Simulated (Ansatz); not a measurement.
# Strength of the C–C bond: C2H4FO → CH2F + H2CO

Species: C2H4FO `[O]CCF`, doublet; CH2F `[CH2]F`, doublet; H2CO (formaldehyde) `C=O`, singlet. 

Shapes, held fixed at every level: PBE0-D4/def2-TZVP. Flexible molecules stand in one conformer, not always the lowest. Programs: Ansatz 0.2.0. The zero-point and thermal change to 298 K, harmonic and unscaled (PBE0-D4/def2-TZVP), is -12.1 kJ/mol.

```json
{"level": "HF/def2-TZVPP", "kind": "Hartree–Fock", "ΔH(298 K) (kJ/mol)": "+68.7", "less CCSD(T)/CBS estimate": "+18.4"}
{"level": "SPW92/def2-TZVPP", "kind": "LDA", "ΔH(298 K) (kJ/mol)": "+96.0", "less CCSD(T)/CBS estimate": "+45.7"}
{"level": "PBE0-D4/def2-TZVPP", "kind": "global hybrid", "ΔH(298 K) (kJ/mol)": "+73.9", "less CCSD(T)/CBS estimate": "+23.6"}
{"level": "wB97X-V/def2-TZVPP", "kind": "range-separated hybrid", "ΔH(298 K) (kJ/mol)": "+69.5", "less CCSD(T)/CBS estimate": "+19.2"}
{"level": "B2PLYP/def2-TZVPP", "kind": "double hybrid", "ΔH(298 K) (kJ/mol)": "+43.4", "less CCSD(T)/CBS estimate": "-6.9"}
{"level": "CCSD/def2-SVP", "kind": "coupled cluster or CI", "ΔH(298 K) (kJ/mol)": "+48.8", "less CCSD(T)/CBS estimate": "-1.5"}
{"level": "CCSD/def2-TZVPP", "kind": "coupled cluster or CI", "ΔH(298 K) (kJ/mol)": "+53.2", "less CCSD(T)/CBS estimate": "+2.9"}
{"level": "CCSD(T)/CBS estimate", "kind": "coupled cluster or CI", "ΔH(298 K) (kJ/mol)": "+50.3", "less CCSD(T)/CBS estimate": "0.0"}
```

The highest level, CCSD(T)/CBS estimate, gives ΔH(298 K) = +50.3 kJ/mol; the levels span +43.4 to +96.0. A fragment pairs its electrons up again, so this isn't a typical strength of such a bond. The column of differences is taken from that level and isn't an error. No measured value is set beside it here. Open shells run unrestricted unless RO is named. The CBS estimate extrapolates MP2 from def2-TZVPP and def2-QZVPP and adds CCSD(T) − MP2 in the triple-zeta set, cores frozen.
